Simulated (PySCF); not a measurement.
Compound: ethyl methyl sulfide, C₃H₈S.
SMILES: `CCSC`

A linear-response calculation (PySCF, def2-SVPD basis, gas phase, vertical, core orbitals frozen in the response) gave these numbers; the functional is withheld.

Orbital energies (eV): HOMO-3 -10.36, HOMO-2 -9.67, HOMO-1 -8.66, HOMO -6.29, LUMO 0.64, LUMO+1 0.76, LUMO+2 1.26.

```
state  E (eV)       f  main configurations (H = HOMO, L = LUMO)
   S1    5.48  0.0002                    H→L (62%), H→L+1 (32%)
   S2    5.87   0.025                    H→L+1 (61%), H→L (33%)
   S3    6.33   0.020                               H→L+2 (96%)
   S4    6.63   0.024                               H→L+3 (95%)
   S5    7.02   0.022                  H→L+4 (60%), H→L+5 (26%)
   S6    7.19  0.0055                  H→L+5 (70%), H→L+4 (22%)
```

Triplets (Tamm–Dancoff): T1 5.04 eV, H→L (51%), H→L+1 (34%); T2 5.69 eV, H→L+1 (40%), H→L (37%), H→L+2 (9%); T3 5.82 eV, H→L+2 (69%), H→L+1 (12%); T4 6.46 eV, H→L+3 (94%).

Vertical ionisation energy by ΔSCF with the same functional: 8.50 eV. Mean static polarisability: 60.8 au.

Question: Which of these was used?
A. wB97X-D
B. PBE0
C. HF
D. PBE

Answer: B. PBE0 is a global hybrid with 25% exact exchange. In this run −ε(HOMO) = 6.29 eV differs from the ΔSCF value by -2.21 eV, and S1 differs from the orbital gap of 6.93 eV by -1.45 eV. The ratio −ε(HOMO)/IP is 0.74. Small neutral molecules mostly give 0.7 to 0.83 with PBE0, 0.5 to 0.7 with PBE, 0.89 to 0.99 with wB97X-D; Hartree–Fock can't fall below 1, since the ion's relaxation only lowers the ΔSCF value. The other options: PBE, a GGA without exact exchange; HF, time-dependent Hartree–Fock, 100% exact exchange; wB97X-D, range-separated, 22% exact exchange at short range and 100% at long range (ω = 0.2 bohr⁻¹).

Computed, not measured: TDDFT PBE0/def2-SVPD, vertical, gas phase, core orbitals frozen in the response (PySCF). Isolated species at its PBE0-D3(BJ)/def2-SVP geometry (one conformer only).

Shape of the structure used: `[CH3:1][CH2:2][S:3][CH3:4]`: C1–C2–S3–C4 -70°.
